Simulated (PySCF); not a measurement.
**CFCl3: calculation against experiment**

**What was measured.**

From NIST CCCBDB Release 22 (SRD 101), experimental dipoles, for the gas: dipole moment (microwave Stark effect, vibrational ground state) 0.46 ± 0.02 D.

The results are set against them at the end.

Species: CFCl3.
SMILES with atom numbers: `[F:1][C:2]([Cl:3])([Cl:4])[Cl:5]`

Cartesian coordinates in Å at the GFN2-xTB level; atoms count from 1:
```xyz
5
CCl3F angstrom
F      0.0603   -0.1410    1.3961
C      0.0046   -0.0063    0.0667
Cl    -0.4579    1.6606   -0.3126
Cl     1.6028   -0.3706   -0.6039
Cl    -1.2011   -1.1397   -0.5634
```

Runs made with PySCF (gas phase, on this GFN2-xTB geometry; no spin–orbit coupling):

```
             level         job  basis functions
PBE0/6-311+G(2d,p)  shieldings              159
        PBE0/6-31G  shieldings               57
       PBE0/6-31G*  shieldings               82
     PBE0/IGLO-III  shieldings              202
  PBE0/aug-cc-pVDZ  shieldings              127
      PBE0/cc-pVDZ  shieldings               82
      PBE0/cc-pVTZ  shieldings              162
     PBE0/def2-SVP  shieldings               82
    PBE0/def2-TZVP  shieldings              173
     PBE0/pcSseg-0  shieldings               57
     PBE0/pcSseg-2  shieldings              201
```

All basis functions are spherical.

## Comparison

**Dipole moment.** Measured: 0.46 D (NIST CCCBDB Release 22 (SRD 101), experimental dipoles).

| level | computed (D) | computed − measured (D) | % (from the printed values) |
| --- | --- | --- | --- |
| PBE0/6-311+G(2d,p) | 0.42 | -0.04 | -9 |
| PBE0/6-31G | 0.45 | -0.01 | -2 |
| PBE0/6-31G* | 0.22 | -0.24 | -52 |
| PBE0/IGLO-III | 0.47 | +0.01 | +2 |
| PBE0/aug-cc-pVDZ | 0.36 | -0.10 | -22 |
| PBE0/cc-pVDZ | 0.28 | -0.18 | -39 |
| PBE0/cc-pVTZ | 0.30 | -0.16 | -35 |
| PBE0/def2-SVP | 0.35 | -0.11 | -24 |
| PBE0/def2-TZVP | 0.36 | -0.10 | -22 |
| PBE0/pcSseg-0 | 0.36 | -0.10 | -22 |
| PBE0/pcSseg-2 | 0.38 | -0.08 | -17 |

The computed dipoles belong to one fixed geometry; measured ones are averaged over vibrations unless marked μe. Magnitudes are compared, not signs.

The geometry is computed, not the measured one. Where a level misses, the cause wasn't examined.
